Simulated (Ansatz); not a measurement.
# CCl₃F: one species, many methods

The task here is to estimate one member of a computed series from the others.

Computed with Ansatz 0.2.0, Gaussian basis. Level: functionals in def2-TZVPP, the program's frozen cores in correlated methods.

Plan: LDA (SPW92), PBE-D4, revPBE-D4, BLYP-D4, r2SCAN-D4, B97M-V, PBE0-D4, B3LYP-D4, r2SCANh-D4, r2SCAN0-D4, HSE06-D4, BHLYP-D4, CAM-B3LYP-D4, LC-ωPBE, ωB97X-V, ωB97M-V, B2PLYP, PBE-QIDH; CCSD(T)/def2-SVP; CCSD(T)/def2-TZVPP; MP2/def2-QZVPP; extrapolation to the limit; RPA on PBE.

### The geometry

An earlier PBE0-D4 in a triple-zeta def2 set relaxation fixed the geometry.

SMILES `FC(Cl)(Cl)Cl`, 5 atoms, charge 0, spin multiplicity 1.

Atoms are counted from 1 here; the program's logs count them from 0.

Bond lengths: F1–C2 1.333 Å, C2–Cl3 1.760 Å, C2–Cl4 1.760 Å, C2–Cl5 1.760 Å. Angles: F1–C2–Cl3 108.5°, F1–C2–Cl4 108.5°, F1–C2–Cl5 108.5°, Cl3–C2–Cl4 110.4°, Cl3–C2–Cl5 110.4°, Cl4–C2–Cl5 110.4°.

The first run:

Input file in.yaml:

```yaml
crystal:
  periodic: [false, false, false]
  atoms:
    - {symbol: F, position_ang: [0.922124, -0.835462, 0.668904]}
    - {symbol: C, position_ang: [0.054791, -0.055064, 0.024994]}
    - {symbol: Cl, position_ang: [-1.374377, 0.142685, 1.032835]}
    - {symbol: Cl, position_ang: [-0.370196, -0.829034, -1.497413]}
    - {symbol: Cl, position_ang: [0.817557, 1.503175, -0.270721]}
basis:
  gaussian: {orbitals: def2-TZVPP}
hamiltonian: {xc: lda}
output: {orbitals: {seedname: orbitals}}
```

On the command line:

```
> ansatz run in.yaml --threads 4 --pin off --events-out ev --progress --plain --max-ram 10444MiB
```

Steps of the session up to this table: LDA; PBE-D4 (GGA); revPBE-D4 (GGA); BLYP-D4 (GGA); r2SCAN-D4 (meta-GGA); B97M-V (meta-GGA); B3LYP-D4 (hybrid); r2SCANh-D4 (hybrid); r2SCAN0-D4 (hybrid); HSE06-D4 (hybrid); BHLYP-D4 (hybrid); CAM-B3LYP-D4 (range-separated); LC-ωPBE (range-separated); ωB97X-V (range-separated); ωB97M-V (range-separated); B2PLYP (double hybrid); PBE-QIDH (double hybrid).

One of the session's tables, all rows but one given; the rest of the session is left out.

It belongs to the step «Orbital energies across the functionals». 

| functional | HOMO (eV) | gap (eV) |
| --- | --- | --- |
| LDA (SPW92) | -7.79 | 5.35 |
| PBE-D4 | -7.64 | 5.41 |
| revPBE-D4 | -7.58 | 5.44 |
| BLYP-D4 | -7.48 | 5.36 |
| r2SCAN-D4 | -8.02 | 5.89 |
| B97M-V | -8.13 | 6.12 |
| PBE0-D4 | ? | ? |
| B3LYP-D4 | -8.83 | 7.40 |
| r2SCANh-D4 | -8.56 | 6.83 |
| r2SCAN0-D4 | -9.36 | 8.25 |
| HSE06-D4 | -8.71 | 7.17 |
| BHLYP-D4 | -10.44 | 10.48 |
| CAM-B3LYP-D4 | -10.51 | 10.58 |
| LC-ωPBE | -11.98 | 13.37 |
| ωB97X-V | -11.57 | 12.80 |
| ωB97M-V | -11.38 | 12.51 |

Q: Estimate the row for PBE0-D4 from the others.

**Answer.** HOMO (eV): -9.12; gap (eV): 7.96. In the column «HOMO (eV)» it lies between r2SCAN0-D4 (-9.36) and B3LYP-D4 (-8.83).
